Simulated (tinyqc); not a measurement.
Worked calculation: Born-Oppenheimer dynamics on the unrestricted LDA (VWN5)/sto-3g surface (energies and gradients from PySCF), for CH2, spin multiplicity 3. Computed by tinyqc, a small Python program that keeps every step (integrals from PySCF). Settings: charge = 0, multiplicity = 3, basis = sto-3g, functional = lda,vwn, time step (fs) = 1.0, steps = 24. Command: `OMP_NUM_THREADS=1 python tinyqc.py 28005 28006 out.jsonl` (the two numbers bound the seeds that draw the settings). One thread of a shared host (Intel(R) Xeon(R) Processor @ 2.60GHz), about 10 s of CPU time with the checks.

positions (bohr), order 1C, 2H, 3H:
$$\begin{pmatrix}
0.126612 & 0.009449 & 0.041574 \\
0.134171 & 1.795240 & 0.988327 \\
0.098266 & -1.615716 & 0.814472
\end{pmatrix}$$

The total energy should stay constant up to terms of order dt^2; the step counts as short enough if it moves by less than 2 % of the largest kinetic energy.

Trajectory:
```
time (fs)  1C-2H (angstrom)  potential (hartree)  kinetic (hartree)  total (hartree)
0.000000           1.069599         -38.21595350         0.00117614     -38.21477736
1.000000           1.084598         -38.22478155         0.00828258     -38.21649897
2.000000           1.102311         -38.23756920         0.01990216     -38.21766704
3.000000           1.119166         -38.23320514         0.01653554     -38.21666960
4.000000           1.131631         -38.22243576         0.00649089     -38.21594487
5.000000           1.136892         -38.21626358         0.00055637     -38.21570722
6.000000           1.133765         -38.21870832         0.00291627     -38.21579205
7.000000           1.123048         -38.22831017         0.01204091     -38.21626926
8.000000           1.107317         -38.23736315         0.02009847     -38.21726467
9.000000           1.090117         -38.23249661         0.01498065     -38.21751596
10.000000          1.074784         -38.21664205         0.00174969     -38.21489236
11.000000          1.064921         -38.22302513         0.00675215     -38.21627299
12.000000          1.066520         -38.23642428         0.01879513     -38.21762915
13.000000          1.082861         -38.23379843         0.01705607     -38.21674235
14.000000          1.109444         -38.22400329         0.00794769     -38.21605560
15.000000          1.136817         -38.21737919         0.00159854     -38.21578065
16.000000          1.155611         -38.21845170         0.00265808     -38.21579362
17.000000          1.159465         -38.22686692         0.01066432     -38.21620260
18.000000          1.145961         -38.23600361         0.01887065     -38.21713296
19.000000          1.116905         -38.23324449         0.01577939     -38.21746510
20.000000          1.078854         -38.21928933         0.00399370     -38.21529563
21.000000          1.044663         -38.22222436         0.00607808     -38.21614627
22.000000          1.032778         -38.23325253         0.01595719     -38.21729534
23.000000          1.053880         -38.23331556         0.01654117     -38.21677439
24.000000          1.099316         -38.22659842         0.01029975     -38.21629867
```

Is the time step short enough?

No. The total energy moves within 2.9e-03 hartree; that is over 2 % of the largest kinetic energy, so the time step is too long.
